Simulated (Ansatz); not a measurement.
Rock-salt MgS was calculated with RPBE in Ansatz (plane waves, PAW).

Run with plane-wave cutoff 520 eV, 12×12×12 k mesh, Fermi–Dirac smearing 0.01 eV, scalar-relativistic PAW data made under PBE.

Computed at the level's own relaxed cell.

### Question
Predict the equilibrium volume per atom, equilibrium lattice constant a, smallest direct gap on the k points sampled and bulk modulus.

### Answer

equilibrium volume per atom: 18.40 Å³/atom
equilibrium lattice constant a: 5.280 Å
smallest direct gap on the k points sampled: 3.55 eV
bulk modulus: 69.4 GPa

Measured, for comparison: equilibrium volume per atom 17.45 Å³/atom, lattice constant a 5.188 Å, bulk modulus 81 GPa (corrected for zero-point motion; as tabulated in Goldzak et al. (2022), arXiv:2208.04865). Computed (rounded) less measured: equilibrium volume per atom +5.4 %, lattice constant a +1.8 %, bulk modulus -14 %.

Static lattice: no zero-point or thermal effects.

Ansatz is a program for electronic structure.
